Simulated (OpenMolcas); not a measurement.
**Worked example: vertical ionisation energy of [NH3]+ (SMILES [NH3+])**

[NH3]+ has 4 atoms, charge +1, and is taken as a doublet. SMILES: `[NH3+]`. The coordinates come from a GFN2-xTB relaxation.

Both states at this one shape; open shells run unrestricted unless said. 1 Eh = 27.2114 eV.

| level | program | doublet [NH3]+ (Eh) | singlet [NH3]2+ (Eh) |
| --- | --- | --- | --- |
| UB3LYP/pcseg-0 | OpenMolcas | -56.032504 | -55.148481 |
| UPBE0/pcseg-0 | OpenMolcas | -55.963917 | -55.077268 |

Question: Work out the vertical ionisation energy at each level.

Answer: 
1. UB3LYP/pcseg-0: -55.148481 − (-56.032504) = 0.884023 Eh = 24.06 eV.
2. UPBE0/pcseg-0: -55.077268 − (-55.963917) = 0.886649 Eh = 24.13 eV.

No measured value is set beside it here; the levels span 24.06 to 24.13 eV.
